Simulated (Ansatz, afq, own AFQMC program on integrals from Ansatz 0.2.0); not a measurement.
**N, quartet: energetics from AFQMC and coupled cluster**

A free N atom.

Basis cc-pVTZ. Only valence electrons are correlated. Ansatz 0.2.0 and our own AFQMC program on the same integrals; the CISD trial comes from CCSD amplitudes, and released means the phaseless constraint is let go. ± is one standard error of the sampling.

Best estimates are CCSD(T) at the basis-set limit (def2-TZVPP/QZVPP) plus the step from CCSD(T) to the highest rung at hand in cc-pVTZ, named in the table (released AFQMC can keep some 10 meV of bias). No zero-point, core-correlation or spin–orbit terms. Other levels are in cc-pVTZ; a dash marks a level that is missing or breaks spin symmetry for a member.

Cautions: N⁺ (quintet): another spin lies lower; row 1: this isn't the first ionization.

```csv
process,best estimate (kcal/mol),highest rung
"to charge +1, quintet (vertical)",468.5,FCI
"to charge +1, triplet (vertical)",335.0,FCI
```

Errors against the best estimates in kcal/mol, the processes numbered in the order above:

```csv
level,"error, 1","error, 2"
MP2,-12.5,0.7
CCSD(T),-4.7,-2.2
ph-AFQMC/CISD,-4.6 ± 0.01,-2.1 ± 0.02
CCSD(T)/CBS,-0.2,0.0
PBE,4.3,3.9
r2SCAN,-10.4,6.3
PBE0,0.4,3.6
B3LYP,17.4,2.5
wB97M-V,8.9,-1.1
B2PLYP,9.1,-1.0
```

Cost at the first geometry (cards were shared with other jobs): PBE0/cc-pVTZ, 0.19 s on 1 thread of AMD EPYC 7R13 Processor (Zen 3) (shared host); UCCSD(T)/cc-pVTZ, 19 s on 1 × NVIDIA H100 80GB HBM3 with 1 thread of AMD EPYC 7R13 Processor (Zen 3), on a shared host; CCSD(T)/def2-QZVPP, 28 s on 1 × NVIDIA H100 80GB HBM3 with 1 thread of AMD EPYC 7R13 Processor (Zen 3), with other jobs on the host; CCSDT(Q), 21 s on 1 × NVIDIA H100 80GB HBM3 with 1 thread of AMD EPYC 7R13 Processor (Zen 3), with other jobs on the host; ph-AFQMC/CISD with release, 21 s on 1 × NVIDIA H100 80GB HBM3 with 2 threads of AMD EPYC 7R13 Processor (Zen 3), with other jobs on the host.

Best estimates are given only where the step beyond CCSD(T) is under 0.3 eV and no member's determinant is very poor (T1 over 0.05, or 0.07 for open shells, ⟨S²⟩ too high by 0.3, two states mixed), so the hardest cases are missing from such tables.

The functionals ran in a triple-zeta set and keep a basis error of their own, a few kJ/mol for each bond in atomization energies and more for double hybrids, so close places among them and the extrapolated levels can swap.

CCSDT and higher add their correlation energy to the determinant of the CCSD(T) run, since their own runs factorise the integrals more tightly (a shift of under 2 meV). Each member of a difference takes its own highest rung, so a best estimate needn't equal the limit plus the step of one row. A walk keeps the symmetry of its determinant, which the program's search chose and which needn't be the lowest solution, so a lower state of the same spin and another symmetry isn't excluded.
